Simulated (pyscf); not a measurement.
PySCF, gas phase, ωB97X-D3(BJ)/def2-SVP geometries. Correlated levels are frozen-core, on RHF or UHF. ΔMP2 is the change of the MP2 total energy from the triple- to the quadruple-zeta basis.

Question: For the elementary gas-phase step H₃C–OH (SMILES CO) + AlH₃ (SMILES [AlH3]) → CH₄ (SMILES C) + HO–AlH₂ (SMILES [OH][AlH2]) (singlet surface; C–O, Al–H broken, C–H, Al–O formed), what barrier and reaction energy does CCSD(T)/def2-TZVPP + ΔMP2(QZVPP) give, measured from the separated reactants?

Answer: ΔE‡ = 141.6 kJ/mol, ΔE = -251.3 kJ/mol. Zero-point energy shifts the barrier by +2.6 kJ/mol. It is a four-centre exchange, with an imaginary mode of 1144i cm⁻¹. On the reactant side the descent ends in an adduct with a Al–O contact, 108.7 kJ/mol under the separated species and 246.8 kJ/mol under the saddle at ωB97X-D3(BJ)/def2-TZVP. What is counted as formed (Al–O) is already present as a longer contact in the reactant adduct; forming that adduct is a step of its own. This is the saddle that the search found; another between the same sides may lie lower. The CCSD(T) − MP2 part came from Ansatz, without density fitting, on the same reference.
